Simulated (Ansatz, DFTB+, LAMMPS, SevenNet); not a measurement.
hcp Hf, equilibrium volume per atom

Reference value: 22.30 Å³/atom (measured, copied from a table, unchecked, extrapolated to 0 K and zero-point effects removed; as tabulated in Lejaeghere et al. (2013), arXiv:1204.2733).

| level (code) | value (Å³/atom) | error (%) |
|---|---|---|
| COMB comb (LAMMPS) | 22.35 | +0.2 |
| GFN1-xTB as cut by DFTB+ | 38.36 | +72 |
| SevenNet-0 | 22.49 | +0.9 |
| LDA (Ansatz) | 20.83 | -6.6 |
| PBE (Ansatz) | 22.53 | +1.0 |
| PBEsol (Ansatz) | 21.61 | -3.1 |
| PBEsol+SOC (Ansatz) | 21.54 | -3.4 |
| PBE-D3(BJ) (Ansatz) | 21.85 | -2.0 |
| rVV10 (Ansatz) | 22.64 | +1.5 |
| r²SCAN (Ansatz) | 22.35 | +0.2 |
| r²SCAN+rVV10 (Ansatz) | 22.10 | -0.9 |
| HSE06 (Ansatz) | 22.76 | +2.1 |

Leaving aside GFN1-xTB as cut by DFTB+ (doubt noted below): Once the reference is moved by up to 2.0 % (a margin picked here for doubts on the reference and the settings) and values within 0.3 % count as equal, the nearest can be COMB comb (+0.2 %), r²SCAN (+0.2 %), SevenNet-0 (+0.9 %), r²SCAN+rVV10 (-0.9 %), PBE (+1.0 %), rVV10 (+1.5 %), PBE-D3(BJ) (-2.0 %) or HSE06 (+2.1 %). Farthest off among them: LDA (-6.6 %).

Density-functional levels without +SOC have no spin–orbit coupling. GFN1-xTB as cut by DFTB+: the cell has another shape than the first-principles one, perhaps another minimum in the same group. GFN1-xTB as cut by DFTB+: the cell moved over 20 % in volume from its start. GFN1-xTB as cut by DFTB+: the method was fitted mainly to molecules. GFN1-xTB as cut by DFTB+: codes differ in how they cut the long-range tail of xTB's charge interaction in a crystal, so the value belongs to this code. HSE06: exact exchange on metals is sensitive to the k mesh and can open a false gap. Cutoffs and k meshes differ between the levels. Ansatz's density-functional and Hartree–Fock values are scalar-relativistic unless marked +SOC, with PAW data made under PBE.

Empirical potentials (COMB comb) are fitted to chosen data: where that held the value shown, agreement is built in, and what lay outside the fit can be far off. Machine-learned potentials (SevenNet-0) are trained on DFT data: a solid inside that data is no test of them.

Differences are worked out from the printed values.

Ansatz is a quantum-chemistry and plane-wave program.
